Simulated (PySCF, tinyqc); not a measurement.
RHF in the sto-6g basis, for BH, spin multiplicity 1, step by step (part 2 of 2). This run ends on a higher stationary point, not on the lowest solution. The lowest restricted solution is unstable here: a spin-polarised one lies 0.0308 hartree lower (PySCF). Computed by tinyqc, a small Python program that keeps every step (integrals from PySCF). Command: `OMP_NUM_THREADS=1 python tinyqc.py 28095 28096 out.jsonl` (the two numbers bound the seeds that draw the settings). One thread of a shared host (Intel(R) Xeon(R) Processor @ 2.60GHz), about 0.09 s of CPU time with the checks.

Geometry (angstrom):
```
atom         x         y         z
B     0.000000  0.000000  0.000000
H     0.000000  0.000000  2.012000
```

## Convergence

Stop when the energy changes by less than 1e-10 hartree and every element of the error matrix X^T (F D S - S D F) X is below 3e-06.

Course of the cycle:
```
iteration   E (hartree)     change  largest element of the error matrix
1           -7.67766527          -                             1.08e-01
2          -23.59440376  -1.59e+01                             5.45e-01
3          -23.59623940  -1.84e-03                             5.23e-01
4          -24.20402211  -6.08e-01                             2.64e-01
5          -24.20049623   3.53e-03                             2.61e-01
6          -24.19271836   7.78e-03                             2.55e-01
7          -24.16410252   2.86e-02                             3.62e-01
8          -24.26115707  -9.71e-02                             3.04e-01
9          -24.23893705   2.22e-02                             2.91e-01
10         -24.21084116   2.81e-02                             2.70e-01
11         -24.32244595  -1.12e-01                             3.23e-01
12         -24.51897056  -1.97e-01                             1.28e-01
13         -24.53394426  -1.50e-02                             7.70e-02
14         -24.54183468  -7.89e-03                             6.81e-04
15         -24.54183509  -4.17e-07                             5.04e-04
16         -24.54183537  -2.78e-07                             2.96e-04
17         -24.54183543  -6.02e-08                             2.26e-04
18         -24.54183552  -8.60e-08                             5.25e-07
19         -24.54183552  -4.83e-13                             4.37e-09
```

PySCF RHF in the same basis = -24.85838289 hartree

Converged in 19 iterations. But the solution lies 0.31655 hartree above the reference: it is another stationary point, not the lowest restricted one. Reruns (cap 100 unless said): damping 0.5: converged in 39 to a higher stationary point; level shift 0.5: converged in 9 to a higher stationary point; atomic densities as start, DIIS 8: converged in 8.

## Populations, bond orders and dipole

D after iteration 19, lower triangle:
```
            1B 1s     1B 2s    1B 2px    1B 2py    1B 2pz     2H 1s
1B 1s    2.060773
1B 2s   -0.241600  0.959680
1B 2px   0.000000  0.000000  0.072701
1B 2py   0.000000  0.000000  0.374320  1.927299
1B 2pz  -0.054497  0.177902  0.000000  0.000000  0.033026
2H 1s   -0.250846  0.844016  0.000000  0.000000  0.156647  0.743028
```

overlap S, lower triangle:
```
           1B 1s     1B 2s    1B 2px    1B 2py    1B 2pz     2H 1s
1B 1s   1.000000
1B 2s   0.264891  1.000000
1B 2px  0.000000  0.000000  1.000000
1B 2py  0.000000  0.000000  0.000000  1.000000
1B 2pz  0.000000  0.000000  0.000000  0.000000  1.000000
2H 1s   0.010540  0.161926  0.000000  0.000000  0.202498  1.000000
```

Mulliken: Z minus the diagonal of D S on the atom; Loewdin: the same with S^(1/2) D S^(1/2); Mayer order: 2 sum_s sum (D(s) S)_ij (D(s) S)_ji over the two atoms.

Charges (e):
```
atom   Mulliken    Loewdin
1B    -0.091228  -0.090760
2H     0.091228   0.090760
```

Mayer bond orders:
```
pair     order
2-1   0.991677
```

dipole moment about the origin, x y z (debye): 0.000000  0.000000  -0.234364
